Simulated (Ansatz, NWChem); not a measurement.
Heat of formation of C2H5NO (N-methylformamide) from total energies

C2H5NO: 9 atoms, total charge 0, spin state singlet. As SMILES, `CNC=O`. Geometry: relaxed at PBE0-D4/def2-TZVP. This is one conformer, not always the lowest.

Total energies at B3LYP/6-31G* (spherical functions) (NWChem 7.3.0); the atoms run unrestricted:

| species | state | energy (Eh) |
| --- | --- | --- |
| C2H5NO | singlet | -209.195914 |
| C | triplet | -37.844694 |
| N | quartet | -54.582875 |
| O | triplet | -75.059404 |
| H | doublet | -0.500273 |

Harmonic wavenumbers at PBE0-D4/def2-TZVP, in cm⁻¹: 72, 277, 298, 545, 773, 982, 1029, 1151, 1160, 1240, 1421, 1435, 1488, 1494, 1566, 1811, 2961, 3049, 3108, 3167, 3665.

Measured heats of formation of the gaseous atoms at 298.15 K, in kJ/mol: C 716.9, N 472.4, O 249.2, H 218.0. Spin-orbit lowering of the atoms at 298 K (mean of the ground term's levels less their thermal mean, from spectra), in kJ/mol: C 0.02, O 0.40. Take 1 Eh = 2625.50 kJ/mol, 1 cm⁻¹ = 0.0119627 kJ/mol, RT = 2.479 kJ/mol.

Question: What heat of formation follows?

Answer: 
1. Electronic atomisation energy: 2 × (-37.844694) + (-54.582875) + (-75.059404) + 5 × (-0.500273) − (-209.195914) = 1.362882 Eh = 3578.2 kJ/mol.
2. Zero-point energy: half the sum of the wavenumbers, 16346 cm⁻¹ = 195.5 kJ/mol.
3. Thermal vibrational enthalpy, Σ hcν̃/(exp(hcν̃/kT) − 1): 5.5 kJ/mol. Translation, rotation and pV of a non-linear molecule: 4 RT = 9.9 kJ/mol.
4. The 9 free atoms carry 5/2 RT each: 55.8 kJ/mol.
5. Spin-orbit coupling lowers the free atoms by 2 × 0.02 + 0.40 = 0.4 kJ/mol.
6. Atomisation enthalpy at 298 K: 3578.2 − 0.4 − 195.5 − 5.5 − 9.9 + 55.8 = 3422.7 kJ/mol.
7. Sum of the atoms' heats of formation: 3245.4 kJ/mol. Heat of formation: 3245.4 − 3422.7 = -177.3 kJ/mol.

No measured value is set beside it here. Anharmonicity and any spin-orbit splitting of the molecule are left out.
